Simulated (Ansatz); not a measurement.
`CC(O)=S`. The species carries charge 0 and has multiplicity 1.

```xyz
8

C     0.5676    0.0868   -0.7898
C    -0.4242    0.1110    0.3191
O    -0.0975   -0.7562    1.2751
S    -1.7480    1.0536    0.4009
H     0.6241   -0.9237   -1.2044
H     1.5590    0.3266   -0.3953
H     0.2968    0.7932   -1.5681
H    -0.7778   -0.6913    1.9624
```

**Question.** What are the harmonic wavenumbers in cm⁻¹ at PBE0-D4/def2-TZVP (Ansatz, finite differences of forces, unscaled)? (Best estimate.)

**Answer.** The calculation gave: 102, 375, 457, 519, 690, 756, 1017, 1027, 1126, 1332, 1382, 1419, 1465, 1485, 3057, 3118, 3199, 3743.

**Question.** Is this a minimum?

**Answer.** Yes, all 18 modes are real.

**Question.** Give the ideal-gas thermochemistry at 298.15 K and 1 bar (rigid rotor, harmonic oscillator; point group Cs, symmetry number 1).

**Answer.** Zero-point energy 157.1 kJ/mol; H(298) − E = 171.9 kJ/mol; entropy 295.7 J/(mol·K), of which translation 162.9, rotation 104.6, vibration 28.2; G(298) − E = 83.8 kJ/mol.

**Question.** And at 400, 500, 600, 800 and 1000 K?

**Answer.** 
```tsv
T (K)	H − E (kJ/mol)	S (J/mol/K)	G − E (kJ/mol)
400	180.0	318.8	52.5
500	189.3	339.6	19.5
600	199.8	358.7	-15.4
800	223.6	392.8	-90.6
1000	250.1	422.3	-172.2
```

**Question.** Rotational constants (cm⁻¹)?

**Answer.** 0.3405, 0.1691, 0.1154.
